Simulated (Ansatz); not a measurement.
Steps of a relaxation of C$_{3}$H$_{4}$ (`C#CC`) with RKS PBE0-D4/def2-TZVP.

```sh
$ ansatz run in.yaml --threads 4 --pin off --events-out ev --progress --plain --max-ram 10444MiB
```

```yaml
crystal:
  periodic: [false, false, false]
  atoms:
    - {symbol: C, position_ang: [-1.357799, -0.689026, -0.809116]}
    - {symbol: C, position_ang: [-0.389086, -0.207436, -0.240062]}
    - {symbol: C, position_ang: [0.765401, 0.366399, 0.437952]}
    - {symbol: H, position_ang: [-2.214129, -1.114715, -1.312246]}
    - {symbol: H, position_ang: [1.286529, 1.104784, -0.206684]}
    - {symbol: H, position_ang: [0.467670, 0.888420, 1.371341]}
    - {symbol: H, position_ang: [1.502615, -0.416626, 0.713115]}
basis:
  gaussian: {orbitals: def2-TZVP}
hamiltonian: {xc: pbe0, dispersion: d4}
relax: {f_tol: 0.005, max_steps: 150}
```

Positions (Å) and forces (eV/Å) along the path, 6 of 6 steps:

```xyz
7
step=1 energy=-3171.4231 eV
C    -1.358   -0.689   -0.809    1.305    0.649    0.766
C    -0.389   -0.207   -0.240   -1.516   -0.753   -0.890
C     0.765    0.366    0.438    0.321    0.160    0.188
H    -2.214   -1.115   -1.312    0.497    0.247    0.292
H     1.287    1.105   -0.207   -0.299   -0.380    0.284
H     0.468    0.888    1.371    0.096   -0.276   -0.479
H     1.503   -0.417    0.713   -0.404    0.355   -0.161
7
step=2 energy=-3171.4698 eV
C    -1.340   -0.680   -0.799   -0.158   -0.078   -0.093
C    -0.389   -0.208   -0.240    0.089    0.044    0.052
C     0.760    0.364    0.435    0.122    0.061    0.072
H    -2.186   -1.101   -1.296    0.118    0.059    0.070
H     1.271    1.093   -0.207   -0.087   -0.113    0.087
H     0.460    0.878    1.357    0.032   -0.081   -0.142
H     1.485   -0.415    0.704   -0.118    0.109   -0.046
7
step=3 energy=-3171.4714 eV
C    -1.339   -0.680   -0.798    0.011    0.006    0.007
C    -0.388   -0.207   -0.239    0.000    0.000    0.000
C     0.761    0.364    0.435    0.011    0.006    0.007
H    -2.182   -1.099   -1.293   -0.012   -0.006   -0.007
H     1.268    1.089   -0.205   -0.003    0.000   -0.005
H     0.460    0.876    1.352   -0.006   -0.001    0.000
H     1.481   -0.412    0.703   -0.002   -0.005   -0.002
7
step=4 energy=-3171.4715 eV
C    -1.339   -0.680   -0.798   -0.001    0.000   -0.001
C    -0.388   -0.207   -0.239   -0.002   -0.001   -0.001
C     0.761    0.364    0.435    0.006    0.003    0.004
H    -2.182   -1.099   -1.293    0.000    0.000    0.000
H     1.268    1.089   -0.205   -0.001    0.000   -0.001
H     0.459    0.876    1.352   -0.002    0.000    0.000
H     1.481   -0.412    0.703   -0.001   -0.001   -0.001
7
step=5 energy=-3171.4715 eV rejected
C    -1.339   -0.680   -0.798   -0.002   -0.001   -0.001
C    -0.388   -0.207   -0.239    0.012    0.006    0.007
C     0.761    0.364    0.435   -0.008   -0.004   -0.005
H    -2.182   -1.099   -1.293    0.000    0.000    0.000
H     1.268    1.089   -0.205    0.000    0.001   -0.002
H     0.460    0.876    1.352   -0.002    0.000    0.001
H     1.481   -0.412    0.703    0.000   -0.002    0.000
7
step=6 energy=-3171.4715 eV
C    -1.339   -0.680   -0.798    0.000    0.000    0.000
C    -0.388   -0.207   -0.239    0.000    0.000    0.000
C     0.761    0.364    0.435    0.001    0.001    0.001
H    -2.182   -1.099   -1.293    0.000    0.000    0.000
H     1.268    1.089   -0.205    0.000    0.000   -0.001
H     0.459    0.876    1.352   -0.001    0.000    0.000
H     1.481   -0.413    0.703    0.000   -0.001    0.000
```

It took 4.9 s on 4 threads of an Arm Neoverse V1 on a shared host, with 0.17 GiB of host memory at the peak.
